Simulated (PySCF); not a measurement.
CH, SMILES [CH] (connectivity only; charge and spin as stated), charge +1, multiplicity 1. Geometry optimised at PBE0-D3(BJ)/def2-TZVPD.

TDDFT-B3LYP/def2-TZVPD in PySCF puts the lowest singlet excitations at 2.81, 2.81, 12.43, 13.30, 13.30, 15.62 eV.

Problem. What are the lowest excitation roots from PySCF with ADC(2)/aug-cc-pVDZ? (Estimate from the structure and the level; the computed values follow.)

Solution. 2.98, 2.98, 13.20, 14.79, 14.79, 16.23 eV. S1 differs by 0.17 eV (second minus first; roots are paired by order, and the bases may differ).
